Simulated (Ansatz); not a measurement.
**Pulling the pair apart**

The pair of OH⁻ (SMILES [OH-], atoms 1–2) and NH3 (SMILES N, atoms 3–6), both closed shells, in one local arrangement (a lower one may exist), relaxed at PBE0-D4/def2-TZVPD:

| atom | x (Å) | y (Å) | z (Å) |
| --- | --- | --- | --- |
| O1 | -0.4002 | 0.1876 | -1.5890 |
| H2 | 0.3256 | -0.0611 | -2.1692 |
| N3 | 0.3060 | -0.1379 | 1.0081 |
| H4 | 0.1214 | 0.7749 | 1.4165 |
| H5 | 0.0755 | -0.0262 | -0.0428 |
| H6 | -0.4283 | -0.7372 | 1.3764 |

NH3 is shifted rigidly along the line between the mean atom positions of the two fragments (negative: closer). Counterpoise interaction energies in kJ/mol. Program: Ansatz 0.2.0. Basis: def2-TZVPPD. Cores are frozen in the correlated methods. B3LYP uses VWN-RPA correlation.

| shift (Å) | wB97M-V | B3LYP-D4 | r2SCAN-D4 |
| --- | --- | --- | --- |
| -0.16 | -66.8 | -68.3 | -73.8 |
| -0.08 | -71.3 | -72.7 | -77.2 |
| 0.00 | -73.2 | -74.5 | -78.2 |
| 0.08 | -73.2 | -74.4 | -77.5 |
| 0.20 | -71.1 | -72.3 | -74.6 |
| 0.41 | -63.8 | -64.8 | -66.3 |
| 0.82 | -47.4 | -48.1 | -48.9 |
| 1.63 | -24.8 | -25.2 | -25.6 |

Task: What does CCSD(T) give at these shifts? (To be estimated.)

Result: By the calculation: -61.2, -66.0, -68.3, -68.7, -67.0, -60.5, -45.3, -24.0 kJ/mol. For zero shift, CCSD(T) at an estimated basis limit (MP2 extrapolated from triple and quadruple zeta, plus CCSD(T) − MP2 in triple zeta) gives -72.7 kJ/mol. These are counterpoise interaction energies, counted from the two frozen fragments.

T1 diagnostic: at most 0.019.

For scale, one of the runs: CCSD(T)/def2-TZVPPD, 145 basis functions, launched by `ansatz run in.yaml --threads 2 --pin off --events-out ev --progress --plain --max-ram 5222MiB`. Time: 7 s of wall clock on 2 CPU threads; the host was shared. Peak host memory: 1.1 GiB.
